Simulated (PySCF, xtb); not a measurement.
carbonyl sulfide (COS), SMILES S=C=O.

Harmonic wavenumbers (cm⁻¹) from GFN2-xTB (xtb) at its own minimum, in rising order: 429, 429, 951, 2198.

Question: What does PBE-D3(BJ)/def2-TZVP (PySCF) give at its own minimum? (The exact figures need the calculation; the answer reports its results.)

Answer: 509, 509, 868, 2065. Paired by order, the mean absolute difference is 94 cm⁻¹ and the zero-point energies are 5.7 and 5.6 kcal/mol.
